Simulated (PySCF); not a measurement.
Compound: nitrosyl fluoride, FNO.
Bonds: O1–N2 (double), N2–F3.

All values: wB97X-D/def2-SVPD (PySCF, non-relativistic), on one gas-phase PBE0-D3(BJ)/def2-SVP geometry that isn't relaxed in the solvent. The solvent is an IEF-PCM continuum (Bondi radii, 1.10 Å for H, scaled by 1.2), and excitations are vertical TDDFT with non-equilibrium linear response and a frozen core. The model holds no explicit solvent molecules, cavitation or dispersion.

Gas-phase singlets (H = HOMO, L = LUMO):

```json
{"state": "S1", "E (eV)": "4.017", "λ (nm)": "309", "f": "0.002", "leading configurations": "H→L 99%"}
{"state": "S2", "E (eV)": "6.252", "λ (nm)": "198", "f": "0.000", "leading configurations": "H-1→L 98%"}
{"state": "S3", "E (eV)": "7.101", "λ (nm)": "175", "f": "0.005", "leading configurations": "H-2→L 79%, H→L+1 20%"}
{"state": "S4", "E (eV)": "9.488", "λ (nm)": "131", "f": "0.078", "leading configurations": "H-1→L+1 67%, H→L+1 26%"}
{"state": "S5", "E (eV)": "9.705", "λ (nm)": "128", "f": "0.001", "leading configurations": "H-3→L 91%"}
```

**Question.** What are the lowest 5 singlets in acetone (ε = 20.49)?

**Answer.** 
```tsv
state	E (eV)	λ (nm)	f	leading configurations	change by rank (eV)
S1	4.087	303	0.002	H→L 99%	+0.070
S2	6.425	193	0.000	H-1→L 98%	+0.173
S3	7.226	172	0.005	H-2→L 78%, H→L+1 21%	+0.125
S4	9.479	131	0.195	H→L+1 45%, H-1→L+1 40%	-0.009
S5	9.748	127	0.001	H-3→L 94%	+0.043
```

**Question.** The ground-state energy changes by -0.065 eV from gas to acetone. By how much does the total energy of gas-phase S1 change?

**Answer.** E(S1) = E(S0) + excitation energy, so it changes by -0.065 + 0.070 = +0.005 eV: it isn't lowered at all, while the ground state is. This is the vertical state, with the slow part of the continuum still set for S0.

**Question.** How do the frontier levels move from gas to acetone?

**Answer.** 
| orbital | gas (eV) | solvent (eV) | change (eV) |
| --- | --- | --- | --- |
| LUMO+2 | 4.03 | 4.17 | +0.14 |
| LUMO+1 | 2.34 | 2.41 | +0.07 |
| LUMO | -1.50 | -1.32 | +0.18 |
| HOMO | -11.89 | -11.78 | +0.11 |
| HOMO-1 | -13.85 | -13.85 | 0.00 |
| HOMO-2 | -14.17 | -14.15 | +0.02 |
| HOMO-3 | -17.78 | -17.64 | +0.14 |

The HOMO–LUMO gap goes from 10.38 to 10.46 eV.

The run took 1.6 s of wall time on Arm Neoverse V2, one thread, on a shared host, and the process peaked at 0.34 GiB of memory. This is the whole response run at wB97X-D/def2-SVPD in acetone, SCF included.

wB97X-D is run here without its empirical dispersion term; that term would change no orbital, density or response property at a fixed geometry.
